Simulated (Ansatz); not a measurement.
The inner images of a band of ClH + H5NSi (9 atoms, charge 0, multiplicity 1) are given out of order.

Level of theory: RKS PBE0/6-31G* in Ansatz.

Image 0:

```xyz
9
Properties=species:S:1:pos:R:3
Si -0.162 0.300 0.056
N 0.131 -0.181 1.736
H -0.706 -0.380 2.277
H 0.707 0.462 2.272
H 1.169 0.459 -0.580
H -0.923 1.576 -0.072
H -0.938 -0.797 -0.572
Cl 1.686 -2.785 1.888
H 0.993 -1.624 1.809
```

Image 6:

```xyz
9
Properties=species:S:1:pos:R:3
Si 0.456 -0.116 -0.230
N -0.204 -0.480 2.269
H -1.121 -0.136 2.545
H 0.481 -0.031 2.871
H 0.845 0.086 -1.662
H 0.283 1.249 0.320
H -0.759 -0.965 -0.276
Cl 2.150 -1.106 0.488
H -0.175 -1.472 2.487
```

Q: Put them in order from the first end to the last, with their energies above the first end.
A.
```xyz
9
Properties=species:S:1:pos:R:3
Si 0.284 -0.202 0.016
N 0.006 -0.348 2.116
H -0.949 -0.119 2.385
H 0.620 0.345 2.543
H 1.171 0.283 -1.083
H -0.349 1.141 0.336
H -0.852 -1.022 -0.475
Cl 1.756 -1.786 0.497
H 0.271 -1.262 2.479
```
B.
```xyz
9
Properties=species:S:1:pos:R:3
Si 0.182 -0.225 0.068
N 0.111 -0.256 2.064
H -0.835 -0.082 2.402
H 0.711 0.482 2.435
H 1.323 0.362 -0.680
H -0.629 1.064 0.241
H -0.852 -1.055 -0.596
Cl 1.483 -2.102 0.483
H 0.462 -1.157 2.397
```
C.
```xyz
9
Properties=species:S:1:pos:R:3
Si -0.087 0.177 0.120
N 0.094 -0.125 1.871
H -0.771 -0.261 2.387
H 0.665 0.551 2.371
H 1.283 0.303 -0.431
H -0.853 1.425 -0.128
H -0.817 -0.984 -0.442
Cl 1.564 -2.590 1.298
H 0.879 -1.467 1.767
```
D.
```xyz
9
Properties=species:S:1:pos:R:3
Si 0.043 -0.031 0.085
N 0.123 -0.197 1.965
H -0.791 -0.244 2.417
H 0.666 0.546 2.407
H 1.370 0.287 -0.465
H -0.746 1.247 0.059
H -0.824 -1.068 -0.497
Cl 1.465 -2.376 0.813
H 0.652 -1.132 2.030
```
E.
```xyz
9
Properties=species:S:1:pos:R:3
Si 0.363 -0.170 -0.088
N -0.100 -0.434 2.173
H -1.053 -0.188 2.430
H 0.525 0.220 2.639
H 0.973 0.176 -1.409
H 0.017 1.200 0.399
H -0.849 -0.981 -0.371
Cl 1.969 -1.433 0.510
H 0.114 -1.360 2.531
```

A: C (+2.0 kcal/mol), D (+6.2 kcal/mol), B (+3.3 kcal/mol), A (+1.1 kcal/mol), E (-6.0 kcal/mol).

Time of the run: 4 min on 1 thread of Arm Neoverse V1, with other jobs on the host, peak memory 0.13 GiB.
